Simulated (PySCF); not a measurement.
Streptocyanine-3, C3H7N2 (charge +1).
Z-matrix (Å and degrees, PBE0-D3(BJ)/def2-SVP geometry), rows numbered from 1:
```
N 
C   1  1.3148
C   2  1.3891  1  125.78
C   3  1.3893  2  119.05  1  -179.92
N   4  1.3149  3  125.76  2   179.97
H   1  1.0139  2  121.19  3  -179.75
H   1  1.0155  2  121.86  3    -0.30
H   2  1.0963  1  115.14  3  -179.91
H   3  1.0938  2  120.48  1     0.09
H   4  1.0963  3  119.08  2    -0.02
H   5  1.0139  4  121.21  3   179.93
H   5  1.0154  4  121.85  3     0.06
```

The calculation used core-valence-separated Tamm–Dancoff BHandHLYP/aug-pcX-1 (pcseg-1 on H) in PySCF, non-relativistic, gas phase, PBE0-D3(BJ)/def2-SVP geometry. BHandHLYP without relativity tends to put these K edges a few eV too low, so spacings mean more than positions.

Task: List the carbon K-edge absorption lines.

Result: 
```tsv
E (eV)	f	core hole on	main final orbital	polarisation
283.22	0.1554	C2/C4	LUMO (2 roots, f summed)	out of plane
283.52	0.0000	C3	LUMO (99 %)	–
284.50	0.0570	C3	LUMO+4 (79 %)	out of plane
286.57	0.0228	C3	LUMO+3 (64 %)	in plane
287.33	0.0000	C3	LUMO+1 (86 %)	–
287.43	0.0011	C3	LUMO+2 (86 %)	in plane
288.38	0.0069	C3	LUMO+5 (53 %)	in plane
288.40	0.0559	C2/C4	LUMO+1 (2 roots, f summed)	in plane
288.57	0.0045	C3	LUMO+7 (91 %)	out of plane
288.79	0.0020	C3	LUMO+8 (78 %)	in plane
288.87	0.0007	C3	LUMO+6 (96 %)	–
288.97	0.0062	C2/C4	LUMO+4 (2 roots, f summed)	out of plane
```

The first line with a tenth or more of the strongest one's intensity is at 283.22 eV (f = 0.155, sum of 2), with the hole on C2/C4 (carbon bonded to C, N and H), polarised out of plane: a 1s→π* resonance. It is also the strongest listed.

Task: Give energies, oscillator strengths and core holes at the N K edge.

Result: 
| E (eV) | f | core hole on | main final orbital | polarisation |
| --- | --- | --- | --- | --- |
| 398.63 | 0.0610 | N1/N5 | LUMO (2 roots, f summed) | out of plane |
| 401.46 | 0.0207 | N1/N5 | LUMO+2 (2 roots, f summed) | in plane |
| 402.03 | 0.0734 | N1/N5 | LUMO+3 (2 roots, f summed) | in plane |
| 403.57 | 0.0004 | N1/N5 | LUMO+4 (2 roots, f summed) | – |
| 404.08 | 0.0078 | N1/N5 | LUMO+5 (2 roots, f summed) | in plane |

The first line with a tenth or more of the strongest one's intensity is at 398.63 eV (f = 0.061, sum of 2), with the hole on N1/N5 (nitrogen bonded to C and 2 H), polarised out of plane: a 1s→π* resonance. The strongest listed is at 402.03 eV (f = 0.073, sum of 2; N1/N5).

Roots within 0.03 eV whose holes lie on the same, on equivalent or on shared atoms are summed into one line, and the highest roots are left out, as the search may have cut off their partners. Final orbitals are the ground state's empty Kohn–Sham orbitals. A dash: too weak, shared between unlike atoms, or no plane or axis to refer to.

Task: What length of transition dipole belongs to the line at 284.50 eV?

Result: From f = (2/3) ΔE |μ|² in atomic units, with ΔE = 10.455 Eh and f = 0.0570: |μ| = 0.090 au = 0.23 D.

The list ends where the root search ended, not at a threshold.

One conformer stands for the species.
